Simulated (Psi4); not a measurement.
# OH− (hydroxide): MP3/aug-cc-pVTZ

Aim: the vertical ionisation energy of OH− (hydroxide) at MP3/aug-cc-pVTZ, from 2 runs. 

The results are computed with Psi4 1.11.

1 further run of the same task is left out (set aside as unsound or not needed).

## Step 1: The structure to begin with

The species is OH− (2 atoms), meant as a singlet with charge -1. SMILES: `[OH-]`. Geometry: relaxed at PBE0-D4/def2-TZVPD.

Bond lengths: O1–H2 0.964 Å.

## Step 2: The energy at MP3/aug-cc-pVTZ

Input file ho.json:

```json
{
  "schema_name": "qcschema_input",
  "schema_version": 1,
  "molecule": {
    "schema_name": "qcschema_molecule",
    "schema_version": 2,
    "symbols": ["O", "H"],
    "geometry": [0.77818922, -0.2490659, 0.4015668, -0.77818922, 0.2490659, -0.4015668],
    "molecular_charge": -1,
    "molecular_multiplicity": 1,
    "fix_symmetry": "c1"
  },
  "driver": "energy",
  "model": {
    "method": "mp3",
    "basis": "aug-cc-pVTZ"
  },
  "keywords": {
    "reference": "rhf",
    "puream": true,
    "e_convergence": 1e-09,
    "d_convergence": 1e-08,
    "scf_type": "pk",
    "num_frozen_docc": 1
  }
}
```

Started as:

```sh
psi4 --qcschema ho.json -n 1 --memory 1600MB
```

stdout, shortened:

```text
[...]
                   'protocols': {'error_correction': {'default_policy': True, 'policies': None},
                                 'native_files': 'none',
[...]
  Running in c1 symmetry.
[...]
  Nuclear repulsion =    4.393567041470714
[...]
  Multiplicity = 1
[...]
  Nalpha       = 5
  Nbeta        = 5
[...]
    Number of basis functions: 69
[...]
   @RHF iter   1:   -75.21014757855012   -5.56442e-01   9.94420e-03 ADIIS/DIIS
[...]
   @RHF iter  10:   -75.41219498837411   -1.65699e-11   4.79576e-09 DIIS
[...]
    Orbital Energies [Eh]
    ---------------------
    Doubly Occupied:
       1A    -20.186844     2A     -0.902899     3A     -0.251617
       4A     -0.108868     5A     -0.108868
[...]
  @RHF Final Energy:   -75.41219498837411
   => Energetics <=
    Nuclear Repulsion Energy =              4.3935670414707140
    One-Electron Energy =                -116.4933336444335907
    Two-Electron Energy =                  36.6875716145887552
    Total Energy =                        -75.4121949883741252
[...]
 Multipole Moments:
 ------------------------------------------------------------------------------------
     Multipole            Electronic (a.u.)      Nuclear  (a.u.)        Total (a.u.)
 ------------------------------------------------------------------------------------
 L = 1.  Multiply by 2.5417464519 to convert [e a0] to [Debye]
 Dipole X            :         -0.0000000            0.0000000           -0.0000000
 Dipole Y            :          0.0000000            0.0000000            0.0000000
 Dipole Z            :          0.3539853           -0.8494811           -0.4954959
 Magnitude           :                                                    0.4954959
[...]
	DF-MP2 Total Energy (a.u.)         :   -75.70225445641445
[...]
	DF-MP3 Total Energy (a.u.)         :   -75.69176679895925
[...]
```

The result, in JSON:

```text
{
 "driver": "energy",
 "model": {
  "method": "mp3",
  "basis": "aug-cc-pVTZ"
 },
 "success": true,
 "return_result": -75.69176679895925,
 "properties": {
  "calcinfo_nbasis": 69,
  "calcinfo_nmo": 69,
  "calcinfo_nalpha": 5,
  "calcinfo_nbeta": 5,
  "calcinfo_natom": 2,
  "nuclear_repulsion_energy": 4.393567041470714,
  "return_energy": -75.69176679895925,
  "scf_one_electron_energy": -116.49333364443359,
  "scf_two_electron_energy": 36.687571614588755,
  "scf_dipole_moment": [-3.081351911768543e-15, 2.3517135557728627e-15, -0.4954958543657835],
  "scf_total_energy": -75.41219498837411,
  "scf_iterations": 10,
  "mp2_singles_energy": 0.0,
  "mp2_doubles_energy": -0.2900594680403401,
  "mp2_correlation_energy": -0.2900594680403401,
  "mp2_total_energy": -75.70225445641445
 }
}
```

It took 4.5 s on 1 thread of Intel Xeon Platinum 8175M at 2.50GHz (Skylake/Cascade Lake), shared host; peak memory 0.26 GiB.

## Step 3: Doublet neutral OH, same level

Input file calc.py:

```python
import psi4

psi4.set_memory(1600000000)
psi4.set_num_threads(1)
psi4.set_output_file('ho.out', False)

m = psi4.geometry("""
0 2
O
H 1 0.963549
symmetry c1
""")

psi4.set_options({
    'basis': 'aug-cc-pVTZ',
    'reference': 'uhf',
    'puream': True,
    'e_convergence': 1e-09,
    'd_convergence': 1e-08,
    'scf_type': 'pk',
    'num_frozen_docc': 1,
    'maxiter': 200,
})

E = psi4.energy("mp3")
print(f'total energy {E:.8f} hartree = {E * 27.211386:.5f} eV')
for k, v in sorted(psi4.core.scalar_variables().items()):
    print(f'{k:45s} {v:18.10f}')
```

Started as:

```sh
python calc.py
```

ho.out, shortened:

```text
[...]
  Running in c1 symmetry.
[...]
  Nuclear repulsion =    4.393567618626557
[...]
  Multiplicity = 2
[...]
  Nalpha       = 5
  Nbeta        = 4
[...]
    Number of basis functions: 69
[...]
   @UHF iter   1:   -75.39793036549901   -7.44224e-01   3.34324e-03 ADIIS/DIIS
[...]
   @UHF iter  11:   -75.42182508032006   -2.35190e-11   8.30946e-09 DIIS
[...]
   @S^2 Observed:                7.570009831E-01
[...]
    Orbital Energies [Eh]
    ---------------------
    Alpha Occupied:
       1A    -20.640583     2A     -1.391956     3A     -0.684760
       4A     -0.658870     5A     -0.562002
    Alpha Virtual:
       6A      0.029918     7A      0.136422     8A      0.152632
       9A      0.161935    10A      0.184230    11A      0.262841
      12A      0.268871    13A      0.275420    14A      0.427617
      15A      0.630241    16A      0.638725    17A      0.650256
      18A      0.714267    19A      0.728977    20A      0.852959
      21A      0.876739    22A      0.880311    23A      0.924836
      24A      0.938463    25A      0.939503    26A      0.982135
[...]
  @UHF Final Energy:   -75.42182508032006
   => Energetics <=
    Nuclear Repulsion Energy =              4.3935676186265571
    One-Electron Energy =                -112.7028417214599614
    Two-Electron Energy =                  32.8874490225133371
    Total Energy =                        -75.4218250803200618
  UHF NO Occupations:
  HONO-2 :    3  A 1.9992326
  HONO-1 :    4  A 1.9978819
[...]
 Multipole Moments:
 ------------------------------------------------------------------------------------
     Multipole            Electronic (a.u.)      Nuclear  (a.u.)        Total (a.u.)
 ------------------------------------------------------------------------------------
 L = 1.  Multiply by 2.5417464519 to convert [e a0] to [Debye]
 Dipole X            :         -0.0000000            0.0000000           -0.0000000
 Dipole Y            :         -0.0000000            0.0000000           -0.0000000
 Dipole Z            :         -0.1585512            0.8494810            0.6909299
 Magnitude           :                                                    0.6909299
[...]
	DF-SCS-MP2 Total Energy (a.u.)     :   -75.62572894303058
	DF-SOS-MP2 Total Energy (a.u.)     :   -75.62544836826636
	DF-SCS(N)-MP2 Total Energy (a.u.)  :   -75.50600889664098
[...]
	DF-MP2 Total Energy (a.u.)         :   -75.62629009255899
[...]
	DF-MP3 Total Energy (a.u.)         :   -75.63802346704928
[...]
```

Wall time 6 s (1 thread of Intel Xeon Platinum 8175M at 2.50GHz (Skylake/Cascade Lake), shared host); peak memory 0.26 GiB.

## Step 4: Summary of results

Level: MP3/aug-cc-pVTZ, 1 core orbital frozen.

```
                                                                      quantity         value
                                                     singlet OH−: total energy  -75.69177 Eh
                              singlet OH−: HOMO energy (Hartree–Fock orbitals)      -2.96 eV
                              singlet OH−: LUMO energy (Hartree–Fock orbitals)       4.86 eV
            singlet OH−: HOMO–LUMO gap (to an unbound level, set by the basis)       7.82 eV
                       singlet OH−: correlation energy (1 core orbital frozen)    -279.6 mEh
                                              doublet neutral OH: total energy  -75.63802 Eh
doublet neutral OH: HOMO energy (Hartree–Fock orbitals) (highest over α and β)     -13.99 eV
 doublet neutral OH: LUMO energy (Hartree–Fock orbitals) (lowest over α and β)       0.81 eV
                doublet neutral OH: correlation energy (1 core orbital frozen)    -216.2 mEh
                         doublet neutral OH: ⟨S²⟩ of the reference determinant         0.757
                           vertical detachment energy (to the doublet neutral)      1.462 eV
```

What this shows: The vertical ionisation energy comes to 1.46 eV (141 kJ/mol).
